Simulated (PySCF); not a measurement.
An element was calculated at PBE (PySCF 2.14, spin-free X2C, a double-zeta basis, no spin-orbit coupling), in the ground configurations that NIST lists.

- first ionisation energy: 14.750 eV
- second ionisation energy: 29.955 eV
- third ionisation energy: 48.062 eV
- polarisability of the atom: 7.41 bohr³

**Question.** Which element is it?

**Answer.** Nitrogen (N, Z = 7), in aug-cc-pVDZ-DK. NIST lists 14.534, 29.601, 47.445 eV for these ionisation energies.
